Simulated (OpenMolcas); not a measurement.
**BH3F− (SMILES [BH3-]F): a chain of runs**

Aim: a single-point energy (UHF/STO-3G), then the energy (CASSCF(2,2)/STO-3G), then a single-point energy (CASPT2(2,2)/STO-3G), then the energy (SC-NEVPT2(2,2)/STO-3G), then a single-point energy (MRCI(2,2)/STO-3G) of BH3F−. 

Program for the calculation: OpenMolcas 26.06.

2 further runs of the same task are left out: 1 for a known fault of the program, 1 set aside as unsound or not needed.

## 1. The system as given

The species is BH3F− (5 atoms), meant as a singlet with charge -1. As SMILES, `[BH3-]F`. The B1–H3 distance was set to 2.148 Å, away from the relaxed value. At this shape a bond of the SMILES string is far longer than usual.

Bond lengths: B1–F2 1.447 Å, B1–H4 1.228 Å, B1–H5 1.228 Å. Angles: F2–B1–H4 108.4°, F2–B1–H5 108.4°, H4–B1–H5 110.5°.

## 2. A single-point energy at UHF/STO-3G (run 1)

Input file step1.input:

```
&GATEWAY
 BasLib=$CurrDir
 Coord
 5
 angstrom
 B        0.737978      -0.146926      -0.500404
 F        1.629278      -0.894116       0.360456
 H       -1.067340       0.264210       0.588100
 H        0.499168      -0.827496      -1.494054
 H        1.295818       0.899494      -0.820154
 Basis=STO-3G
 Group=NoSym

&SEWARD

&SCF
 UHF
 Charge=-1
 Scramble=0.25
 PrOrbitals=1 1
```

The basis set STO-3G is read from a file made from the Basis Set Exchange's data (not shown).

Run with:

```sh
$ export MOLCAS_MEM=1860
$ pymolcas step1.input > step1.log
```

The program printed:

```text
--- Start Module: gateway ---
[...]
--- Stop Module: gateway /rc=_RC_ALL_IS_WELL_ ---
--- Start Module: seward ---
[...]
      Basis functions           13
--- Stop Module: seward /rc=_RC_ALL_IS_WELL_ ---
--- Start Module: scf ---
[...]
       Convergence after  35 Iterations
[...]
::    Total SCF energy                               -123.8895631729
[...]
      Total spin, S                                     0.3233647242
[...]
      Total electronic charge=   18.000000
      Total            charge=   -1.000000
[...]
      Dipole Moment (debye):
      Origin of the operator (angstrom)=    1.2053   -0.5530   -0.0121
                   X=  3.1932E+00               Y= -1.8286E+00               Z=  8.9827E-01           Total=  3.7877E+00
      Center of Charge (angstrom)
[...]
--- Stop Module: scf /rc=_RC_ALL_IS_WELL_ ---
[...]
```

Wall time 2.5 s (1 thread of Arm Neoverse V1, shared host); peak memory 0.37 GiB.

## 3. A single-point energy at CASSCF(2,2)/STO-3G (run 2)

Input file step2.inp:

```
* BFH3 CASSCF

&gateway
  baslib
  $CurrDir
  coord
  5
  angstrom
  B        0.737978      -0.146926      -0.500404
  F        1.629278      -0.894116       0.360456
  H       -1.067340       0.264210       0.588100
  H        0.499168      -0.827496      -1.494054
  H        1.295818       0.899494      -0.820154
  basis
  STO-3G
  group
  NoSym

&seward

&rasscf
  fileorb
  $CurrDir/step1.UnaOrb
  spin
  1
  nactel
  2 0 0
  inactive
  8
  ras2
  2
  orblisting
  Nothing
  orbappear
  Compact
```

The basis set STO-3G is read from a file made from the Basis Set Exchange's data (not shown).

Run with:

```sh
$ export MOLCAS_MEM=1860
$ pymolcas step2.inp > step2.log
```

The program printed:

```text
--- Start Module: gateway ---
[...]
--- Stop Module: gateway /rc=_RC_ALL_IS_WELL_ ---
--- Start Module: seward ---
[...]
      Basis functions           13
--- Stop Module: seward /rc=_RC_ALL_IS_WELL_ ---
--- Start Module: rasscf ---
[...]
      Number of active orbitals                  2
[...]
      Spin quantum number                      0.0
[...]
      Active orbitals                            2
[...]
      Number of CSFs                             3
[...]
      Number of root(s) required                 1
[...]
      Convergence after  7 iterations
[...]
      printout of CI-coefficients larger than  0.05 for root  1
      energy=    -123.924686
      conf/sym  11     Coeff  Weight
             1  20   0.96204 0.92552
             3  02  -0.27291 0.07448
      Natural orbitals and occupation numbers for root  1
      sym 1:   1.851037   0.148963
      ************************************************************************************************************************
      *                                                    Final results                                                     *
[...]
::    RASSCF root number  1 Total energy:   -123.92468608
[...]
      Total electronic charge=   18.000000
      Total            charge=   -1.000000
[...]
      Dipole Moment (debye):
      Origin of the operator (angstrom)=    1.2053   -0.5530   -0.0121
                   X=  2.9694E+00               Y= -1.7722E+00               Z=  1.0192E+00           Total=  3.6051E+00
      Center of Charge (angstrom)
[...]
--- Stop Module: rasscf /rc=_RC_ALL_IS_WELL_ ---
[...]
```

It took 2 s on 1 thread of Arm Neoverse V1, shared host; peak memory 0.37 GiB.

## 4. A single-point energy at CASPT2(2,2)/STO-3G (run 3)

Input file step3.input:

```
* BFH3 CASPT2
>>> EXPORT MOLCAS_PRINT=2
&GATEWAY
BasLib=$CurrDir
Coord
5
angstrom
B        0.737978      -0.146926      -0.500404
F        1.629278      -0.894116       0.360456
H       -1.067340       0.264210       0.588100
H        0.499168      -0.827496      -1.494054
H        1.295818       0.899494      -0.820154
Basis=STO-3G
Group=NoSym
&SEWARD
&RASSCF
FileOrb=$CurrDir/step2.RasOrb
Spin=1
Nactel=2 0 0
Inactive=8
Ras2=2
OrbListing=Nothing
OrbAppear=Compact
&CASPT2
Imaginary=0.1
Frozen=2
```

The basis set STO-3G is read from a file made from the Basis Set Exchange's data (not shown).

Run with:

```sh
$ export MOLCAS_MEM=1860
$ pymolcas step3.input > step3.log
```

The program printed:

```text
--- Start Module: gateway ---
[...]
--- Stop Module: gateway /rc=_RC_ALL_IS_WELL_ ---
[...]
      Basis functions           13
[...]
--- Start Module: rasscf ---
[...]
      Number of active orbitals                  2
[...]
      Spin quantum number                      0.0
[...]
      Active orbitals                            2
[...]
      Number of CSFs                             3
[...]
      Number of root(s) required                 1
[...]
      Convergence after  4 iterations
[...]
      printout of CI-coefficients larger than  0.05 for root  1
      energy=    -123.924686
      conf/sym  11     Coeff  Weight
             1  20   0.96204 0.92552
             3  02  -0.27291 0.07448
      Natural orbitals and occupation numbers for root  1
      sym 1:   1.851036   0.148964
      ************************************************************************************************************************
      *                                                    Final results                                                     *
[...]
::    RASSCF root number  1 Total energy:   -123.92468608
[...]
      Total electronic charge=   18.000000
      Total            charge=   -1.000000
[...]
      Dipole Moment (debye):
      Origin of the operator (angstrom)=    1.2053   -0.5530   -0.0121
                   X=  2.9694E+00               Y= -1.7722E+00               Z=  1.0192E+00           Total=  3.6051E+00
      Center of Charge (angstrom)
[...]
--- Stop Module: rasscf /rc=_RC_ALL_IS_WELL_ ---
--- Start Module: caspt2 ---
[...]
 ###    WARNING: User changed nr of frozen orbitals.                         ###
 ###############################################################################
[...]
      E2 (Variational):          -0.0494570293
      Total energy:            -123.9741431136
[...]
      Reference weight:           0.97893
[...]
::    CASPT2 Root  1     Total energy:   -123.97414311
[...]
--- Stop Module: caspt2 /rc=_RC_ALL_IS_WELL_ ---
[...]
```

Run time: 2.1 s. Hardware: 1 thread of Arm Neoverse V1, shared host; peak memory 0.37 GiB.

## 5. The energy at SC-NEVPT2(2,2)/STO-3G (run 4)

Input file step4.input:

```
&gateway
baslib=$CurrDir
coord
5
angstrom
B        0.737978      -0.146926      -0.500404
F        1.629278      -0.894116       0.360456
H       -1.067340       0.264210       0.588100
H        0.499168      -0.827496      -1.494054
H        1.295818       0.899494      -0.820154
basis=STO-3G
group=NoSym
&seward
&rasscf
fileorb=$CurrDir/step2.RasOrb
spin=1
nactel=2 0 0
inactive=8
ras2=2
orblisting=Nothing
orbappear=Compact
&caspt2
sc-nevpt2
frozen=2
```

The basis set STO-3G is read from a file made from the Basis Set Exchange's data (not shown).

Run with:

```sh
$ export MOLCAS_MEM=1860
$ pymolcas step4.input > step4.log
```

The program printed:

```text
--- Start Module: gateway ---
[...]
--- Stop Module: gateway /rc=_RC_ALL_IS_WELL_ ---
[...]
      Basis functions           13
[...]
--- Start Module: rasscf ---
[...]
      Number of active orbitals                  2
[...]
      Spin quantum number                      0.0
[...]
      Active orbitals                            2
[...]
      Number of CSFs                             3
[...]
      Number of root(s) required                 1
[...]
      Convergence after  4 iterations
[...]
      printout of CI-coefficients larger than  0.05 for root  1
      energy=    -123.924686
      conf/sym  11     Coeff  Weight
             1  20   0.96204 0.92552
             3  02  -0.27291 0.07448
      Natural orbitals and occupation numbers for root  1
      sym 1:   1.851036   0.148964
      ************************************************************************************************************************
      *                                                    Final results                                                     *
[...]
::    RASSCF root number  1 Total energy:   -123.92468608
[...]
      Total electronic charge=   18.000000
      Total            charge=   -1.000000
[...]
      Dipole Moment (debye):
      Origin of the operator (angstrom)=    1.2053   -0.5530   -0.0121
                   X=  2.9694E+00               Y= -1.7722E+00               Z=  1.0192E+00           Total=  3.6051E+00
      Center of Charge (angstrom)
[...]
--- Stop Module: rasscf /rc=_RC_ALL_IS_WELL_ ---
--- Start Module: caspt2 ---
[...]
 ###    WARNING: User changed nr of frozen orbitals.                         ###
 ###############################################################################
[...]
      E2 (Variational):          -0.0492903957
[...]
      E2 (Variational):          -0.0492516491
      Total energy:            -123.9739377333
[...]
      Reference weight:           0.97900
[...]
::    SC-NEVPT2 Root  1     Total energy:   -123.97393773
[...]
--- Stop Module: caspt2 /rc=_RC_ALL_IS_WELL_ ---
[...]
```

Run time: 2 s. Hardware: 1 thread of Arm Neoverse V1, shared host; peak memory 0.37 GiB.

## 6. The energy at MRCI(2,2)/STO-3G (run 5)

Input file step5.inp:

```
* BFH3 MRCI
&GATEWAY
BasLib=$CurrDir
Coord
5
angstrom
B        0.737978      -0.146926      -0.500404
F        1.629278      -0.894116       0.360456
H       -1.067340       0.264210       0.588100
H        0.499168      -0.827496      -1.494054
H        1.295818       0.899494      -0.820154
Basis=STO-3G
Group=NoSym
&SEWARD
&RASSCF
FileOrb=$CurrDir/step2.RasOrb
Spin=1
Nactel=2 0 0
Inactive=8
Ras2=2
OrbListing=Nothing
OrbAppear=Compact
&MOTRA
LumOrb
Frozen=2
&GUGA
Electrons=14
Spin=1
Inactive=6
Active=2
CIAll=1
&MRCI
SDCI
```

The basis set STO-3G is read from a file made from the Basis Set Exchange's data (not shown).

Run with:

```sh
$ export MOLCAS_MEM=1860
$ pymolcas step5.inp > step5.log
```

The program printed:

```text
--- Start Module: gateway ---
[...]
--- Stop Module: gateway /rc=_RC_ALL_IS_WELL_ ---
[...]
      Basis functions           13
[...]
      Number of active orbitals                  2
[...]
      Spin quantum number                      0.0
[...]
      Active orbitals                            2
[...]
      Number of CSFs                             3
[...]
      Number of root(s) required                 1
[...]
      Convergence after  4 iterations
[...]
      printout of CI-coefficients larger than  0.05 for root  1
      energy=    -123.924686
      conf/sym  11     Coeff  Weight
             1  20   0.96204 0.92552
             3  02  -0.27291 0.07448
      Natural orbitals and occupation numbers for root  1
      sym 1:   1.851036   0.148964
      ************************************************************************************************************************
      *                                                    Final results                                                     *
[...]
::    RASSCF root number  1 Total energy:   -123.92468608
[...]
      Dipole Moment (debye):
      Origin of the operator (angstrom)=    1.2053   -0.5530   -0.0121
                   X=  2.9694E+00               Y= -1.7722E+00               Z=  1.0192E+00           Total=  3.6051E+00
      Center of Charge (angstrom)
[...]
      *** WARNING: Default frozen orbitals is overwritten by user input.
      *** Default values:   2
[...]
--- Start Module: guga ---
[...]
--- Stop Module: guga /rc=_RC_ALL_IS_WELL_ ---
--- Start Module: mrci ---
[...]
       (But an ACPF correction will be computed)
       USE THE DEFAULT ACPF G-VALUE GFAC=  0.14285714285714285
[...]
                      CI ENERGY:  -123.98976011
[...]
                ACPF CORRECTION:    -0.00227653
[...]
      Total electronic charge=   18.000000
      Total            charge=   -1.000000
[...]
     ACPF CORRECTION:     -0.00227653
[...]
  CI State   1     Total energy:   -123.98976011     QDav:     -0.00267152     QACPF:     -0.00227653
[...]
--- Stop Module: mrci /rc=_RC_ALL_IS_WELL_ ---
[...]
```

Wall time 2.1 s (1 thread of Arm Neoverse V1, shared host); peak memory 0.37 GiB.

## 7. What came out

| quantity | value |
| --- | --- |
| run 1, UHF/STO-3G: total energy | -123.88956 Eh |
| run 1, UHF/STO-3G: HOMO energy | 2.52 eV |
| run 1, UHF/STO-3G: LUMO energy | 16.07 eV |
| run 1, UHF/STO-3G: HOMO–LUMO gap (to an unbound level, set by the basis) | 13.56 eV |
| run 1, UHF/STO-3G: ⟨S²⟩ | 0.428 |
| run 2, CASSCF(2,2)/STO-3G: total energy | -123.92469 Eh |
| run 3, CASPT2(2,2)/STO-3G: total energy | -123.97414 Eh |
| run 4, SC-NEVPT2(2,2)/STO-3G: total energy | -123.97394 Eh |
| run 5, MRCI(2,2)/STO-3G: total energy | -123.98976 Eh |

What this shows: ⟨S²⟩ (run 1, UHF/STO-3G) is 0.43 where a pure singlet has 0.00: the reference is spin-contaminated. Mulliken charges (run 1, UHF/STO-3G) run from -0.33 on F2 to +0.06 on B1. The HOMO (run 1, UHF/STO-3G) lies at positive energy, 2.52 eV: the electron is unbound at this level or held by a compact basis; values depend on the basis. Mulliken charges (run 2, CASSCF(2,2)/STO-3G) run from -0.33 on F2 to +0.04 on B1. Mulliken charges (run 4, SC-NEVPT2(2,2)/STO-3G) of the CASSCF density run from -0.33 on F2 to +0.04 on B1; they depend strongly on the basis.
